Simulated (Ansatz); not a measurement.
# Direct gap at Γ of zinc-blende GaP: levels of theory against measurement

Reference value: 2.89 eV (measured, 0 K, recommended value of a review; gaps at 0 K; as tabulated in Vurgaftman et al. (2001), doi:10.1063/1.1368156).

| level (code) | value (eV) | cell (Å³/atom) |
|---|---|---|
| revPBE (Ansatz) | 1.52 | 21.27 |
| PBE-D3(BJ) (Ansatz) | 1.85 | 20.19 |
| r²SCAN+SOC (Ansatz) | 2.34 | 20.24 |
| HSE06+SOC (Ansatz) | ___ | 20.24 |

Some entries are withheld; supply them.


- HSE06+SOC (Ansatz, a quantum-chemistry and plane-wave program), value (eV): 2.76

Differences against the reference: revPBE -1.37 eV, PBE-D3(BJ) -1.04 eV, r²SCAN+SOC -0.55 eV, HSE06+SOC -0.13 eV.

Closest of the ranked levels: HSE06+SOC (-0.13 eV). Among them revPBE (-1.37 eV) misses by most.

Density-functional gaps are differences of (generalised) Kohn–Sham levels of a static lattice; semilocal ones lie below quasiparticle gaps as a rule. Measured gaps hold zero-point and thermal shifts unless a correction is named. Levels without +SOC have no spin–orbit coupling; where heavier elements are present it shifts gaps, mostly down, and can invert bands.  Values are at the level's own equilibrium cell; r²SCAN+SOC at the measured cell; HSE06+SOC at the measured cell. Cutoffs and k meshes differ between the levels. Ansatz's density-functional and Hartree–Fock values are scalar-relativistic unless marked +SOC, with PAW data made under PBE.

Differences are worked out from the printed values.
